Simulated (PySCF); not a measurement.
Atomic charges against the basis set

Propane, C3H8.
Bonds: C1–C2, C2–C3. Hydrogens: H4, H5, H6 on C1; H7, H8 on C2; H9, H10, H11 on C3.

PBE0 throughout (PySCF), one geometry, spherical d and f functions. Isolated species at its PBE0-D3(BJ)/def2-SVP geometry, gas phase. Atoms taken as equivalent share a column and are averaged.

Mulliken charges (e):

```
        basis  functions   C1/C3      C2  H4 (×6)   H7/H8
       STO-3G         23  -0.230  -0.138   +0.075  +0.074
        6-31G         43  -0.485  -0.316   +0.161  +0.161
       6-31G*         58  -0.518  -0.315   +0.170  +0.166
     def2-SVP         82  -0.095  -0.130   +0.040  +0.040
     pcSseg-1         91  -0.298  -0.306   +0.111  +0.117
6-311+G(2d,p)        129  -0.457  -0.160   +0.137  +0.125
    def2-TZVP        141  -0.363  -0.167   +0.116  +0.098
```

IAO charges (e):

| basis | functions | C1/C3 | C2 | H4 (×6) | H7/H8 |
| --- | --- | --- | --- | --- | --- |
| STO-3G | 23 | -0.393 | -0.259 | +0.131 | +0.130 |
| 6-31G | 43 | -0.428 | -0.251 | +0.140 | +0.134 |
| 6-31G* | 58 | -0.408 | -0.238 | +0.133 | +0.128 |
| def2-SVP | 82 | -0.397 | -0.232 | +0.129 | +0.125 |
| pcSseg-1 | 91 | -0.407 | -0.239 | +0.133 | +0.128 |
| 6-311+G(2d,p) | 129 | -0.421 | -0.245 | +0.137 | +0.132 |
| def2-TZVP | 141 | -0.421 | -0.245 | +0.137 | +0.132 |

Task: Which scheme is steadiest as the basis changes?

Result: Largest range over the bases for any column: IAO 0.04 e, Mulliken 0.42 e. IAO charges move least and Mulliken charges most, counted in e. Without the minimal STO-3G basis the ranges are IAO 0.03, Mulliken 0.42 e.

Task: How much do the charges still move between the two largest bases, 6-311+G(2d,p) and def2-TZVP?

Result: At most, over all atoms: Mulliken 0.094 e, IAO 0.000 e.

Task: What do the same runs give for the total energy, the frontier levels and the dipole moment?

Result: 
| basis | energy (Eh) | HOMO (eV) | LUMO (eV) | μ (D) |
| --- | --- | --- | --- | --- |
| STO-3G | -117.5939 | -8.05 | 10.77 | 0.02 |
| 6-31G | -118.9580 | -8.95 | 2.93 | 0.05 |
| 6-31G* | -118.9834 | -8.98 | 2.95 | 0.06 |
| def2-SVP | -118.9018 | -9.04 | 1.92 | 0.05 |
| pcSseg-1 | -118.9699 | -9.11 | 1.60 | 0.07 |
| 6-311+G(2d,p) | -119.0202 | -9.08 | 0.48 | 0.09 |
| def2-TZVP | -119.0283 | -9.07 | 1.27 | 0.09 |
